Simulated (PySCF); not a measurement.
Level of theory: PySCF with B3LYP-D3(BJ)/def2-TZVP. Gas-phase values, no solvent. B3LYP has the VWN-RPA correlation part, as in Gaussian. 

Reference species (SMILES): `F[Si](F)F` (neutral, multiplicity 2).

The dipole moment is 1.22 D.

Changed species: `[SiH3]` (radical fragment; the reference has radical fragment).

Give the shifts of the dipole moment.

the dipole moment decreases by 1.14 D, to 0.08 D.
